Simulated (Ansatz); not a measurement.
**CHB (singlet): from Hartree-Fock to the top rungs at distance B1–H3 = 1.641 Å, 6-31G**

How much of the correlation energy of CHB (singlet) does each wave-function method recover here?

Program: Ansatz 0.2.0, Gaussian basis. Level of theory: 6-31G, core rule «outside noble gas», up to 2 orbitals frozen. These are calculated values, not measurements.

To be run: UHF; CCSD(T) on RHF; CCSD(T) on UHF; BCCD(T) on RHF; CISD; CCSDT(Q) on RHF; CCSDT(Q) on UHF; CISDTQ; CCSDTQ on RHF; CCSDTQ on UHF; CASSCF and MRCISD+Q, 2 electrons in 2 orbitals; CASSCF and NEVPT2, 2 electrons in 2 orbitals; CASSCF and MRCISD+Q, 8 electrons in 9 orbitals; CASSCF and NEVPT2, 8 electrons in 9 orbitals; Full CI; Full CI in the symmetry of the determinant.

18 further runs of the same task are left out: 3 for a known fault of the program, 11 that didn't finish, 4 set aside as unsound or not needed.

### Step 1. What is computed

The geometry derives from a PBE0/def2-TZVP stationary point (not a proven minimum). One bond is set to the value named and the two fragments are kept rigid.

3 atoms, charge 0, spin multiplicity 1.

Atoms are counted from 1 here; the program's logs count them from 0.

Bond lengths: B1–C2 1.464 Å.

### Step 2. UHF

Contents of in.yaml:

```yaml
crystal:
  periodic: [false, false, false]
  atoms:
    - {symbol: B, position_ang: [0.000000, 0.000000, -0.058948]}
    - {symbol: C, position_ang: [0.000000, 0.000000, -1.523105]}
    - {symbol: H, position_ang: [0.000000, 0.000000, 1.582052]}
basis:
  gaussian: {orbitals: 6-31G}
magnetization: {spin_polarized: true, initial_magnetization: 0}
hamiltonian: {xc: hf}
output: {orbitals: {seedname: orbitals}}
```

On the command line:

```console
ansatz run in.yaml --threads 1 --pin off --events-out ev --progress --plain --max-ram 2393MiB
```

After this run come: CCSD(T) on RHF; CCSD(T) on UHF; BCCD(T) on RHF; CISD; CCSDT(Q) on RHF; CCSDT(Q) on UHF; CISDTQ; CCSDTQ on RHF; CCSDTQ on UHF; CASSCF and MRCISD+Q, 2 electrons in 2 orbitals; CASSCF and NEVPT2, 2 electrons in 2 orbitals; CASSCF and MRCISD+Q, 8 electrons in 9 orbitals; CASSCF and NEVPT2, 8 electrons in 9 orbitals; Full CI; Full CI in the symmetry of the determinant.

**Question.** What will the summary of the whole plan be? Wanted: FCI below the RHF energy; RMP2 from FCI; RCCSD from FCI; RCCSD(T) from FCI; RCCSDT(Q) from FCI; NEVPT2 valence from FCI; MRCISD+Q valence from FCI; T1 diagnostic; effectively unpaired electrons.

As calculated:

| quantity | value |
| --- | --- |
| FCI below the RHF energy | -4.3703 eV |
| RMP2 from FCI | +119.2 kJ/mol |
| RCCSD from FCI | +24.2 kJ/mol |
| RCCSD(T) from FCI | +10.4 kJ/mol |
| RCCSDT(Q) from FCI | +3.0 kJ/mol |
| NEVPT2 valence from FCI | +25.9 kJ/mol |
| MRCISD+Q valence from FCI | +0.4 kJ/mol |
| levels within 1 kcal/mol (43 meV) | RCCSDT(Q), RCCSDTQ, MRCISD valence, MRCISD+Q valence |
| T1 diagnostic | 0.018 |
| effectively unpaired electrons | 2.09 |

RCCSD(T) misses by +10.4 kJ/mol, 2.5 % of the correlation energy. The occupations show strong static correlation (2.1 unpaired electrons where one determinant has 0). Coupled cluster on one determinant still stays close here. Of the multireference levels listed MRCISD+Q valence comes nearest in total energy (+0.4 kJ/mol), which doesn't show that its space is the better one. These misses are within one basis, not against nature.
